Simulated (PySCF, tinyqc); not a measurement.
Orbital energy against energy difference: ionisation energy by orbital energies and by energy differences in the cc-pvdz basis, for BH, spin multiplicity 1. Computed by the program tinyqc with PySCF. 

Geometry (angstrom):
```
atom       x       y       z
B     0.0000  0.0000  0.0000
H     0.0000  0.0000  1.1770
```

CCSD(T) difference in the same basis = 9.5705 eV

IP-EOM-CCSD = 9.5976 eV

The cation is unrestricted; errors are against CCSD(T) in this basis, not against experiment.

First vertical ionisation energy (eV):
```
method     -e(HOMO)  E(cation) - E  error of -e(HOMO)  error of the difference
HF            9.334        8.37558             -0.237                   -1.195
LDA           5.246        9.60278             -4.324                    0.032
PBE           5.275        9.51753             -4.296                   -0.053
B3LYP         6.296        9.64635             -3.275                    0.076
PBE0          6.480        9.47236             -3.091                   -0.098
CAM-B3LYP     7.878        9.62111             -1.693                    0.051
LC-wPBE       9.305        9.53712             -0.265                   -0.033
```

Koopmans errs by -0.24 eV and Delta-HF by -1.19 eV: relaxation, 0.96 eV, lowers the value and the missing correlation difference works against it. The PBE level is off by -4.3 eV through the wrong tail of its potential, though its energy difference is off by -0.05 eV; exact exchange deepens the level, and among the orbital energies HF comes closest; among the differences LDA does. The restricted reference is unstable here: a spin-polarised solution lies 0.0067 hartree lower (PySCF), so results built on it describe a poor reference.
